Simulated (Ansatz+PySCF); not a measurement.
## doublet CH: levels of theory in one basis

```yaml
atoms:
  - { symbol: C, position_ang: [0.0000, 0.0000, -0.1453] }
  - { symbol: H, position_ang: [0.0000, 0.0000, 0.8719] }
```

Basis set: 6-31G (spherical functions). Correlated methods keep 1 orbital frozen. Correlation on ROHF uses semicanonical orbitals with singles. Charge 0, multiplicity 2.

Computed with Ansatz (development build ahead of 0.2.0) and PySCF 2.14.0; each method stands on the lowest determinant of its kind that the runs found.

```json
{"method": "ROHF", "E − E(ROHF) (eV)": "0.00", "<S²> of the determinant": "–"}
{"method": "UHF", "E − E(ROHF) (eV)": "-0.14", "<S²> of the determinant": "1.11"}
{"method": "ROHF-MP2", "E − E(ROHF) (eV)": "-1.18", "<S²> of the determinant": "–"}
{"method": "UHF-MP2", "E − E(ROHF) (eV)": "-1.16", "<S²> of the determinant": "1.11"}
{"method": "ROHF-CCSD", "E − E(ROHF) (eV)": "-1.69", "<S²> of the determinant": "–"}
{"method": "UHF-CCSD", "E − E(ROHF) (eV)": "-1.69", "<S²> of the determinant": "1.11"}
{"method": "ROHF-CCSD(T)", "E − E(ROHF) (eV)": "-1.71", "<S²> of the determinant": "–"}
{"method": "UHF-CCSD(T)", "E − E(ROHF) (eV)": "-1.71", "<S²> of the determinant": "1.11"}
{"method": "full CI (lowest root of this spin)", "E − E(ROHF) (eV)": "-1.72", "<S²> of the determinant": "–"}
```

The restricted and unrestricted rows may stand on different electronic states: another unrestricted solution lies nearer the restricted one.

Caution for UHF, UHF-MP2, UHF-CCSD, UHF-CCSD(T): the unrestricted determinant is spin contaminated. Caution for UHF-MP2, UHF-CCSD, UHF-CCSD(T): a plain start can end on a higher determinant.
